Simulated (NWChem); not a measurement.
**Correlation energy of hydrogen fluoride (HF)**

SMILES: F
```xyz
2

F      0.0000     0.0000     0.0925
H      0.0000     0.0000    -0.8323
```
Charge 0, spin multiplicity 1.

Program: NWChem. Structure: optimised with B3LYP/def2-SVP, a minimum by its harmonic frequencies.

Basis set: def2-TZVP. Each correlation energy counts from its own Hartree-Fock reference.

The correlated methods keep 1 core orbital frozen. Coupled-cluster values serve here as a point of comparison, not as the truth.

| method | correlation energy (mHa) |
|---|---|
| MP2 | -267.4 |
| SCS-MP2 | [?] |
| CR-CCSD[T] | [?] |
| CR-CCSD(T) | -275.4 |
| CCSD | -270.2 |
| CCSD+T(CCSD) | [?] |
| CCSD(T) | -276.1 |
| CCSDT | -276.1 |

**Question.** Some entries are withheld; supply them.

**Answer.** 
- SCS-MP2, correlation energy (mHa): -261.6
- CR-CCSD[T], correlation energy (mHa): -275.6
- CCSD+T(CCSD), correlation energy (mHa): -276.4
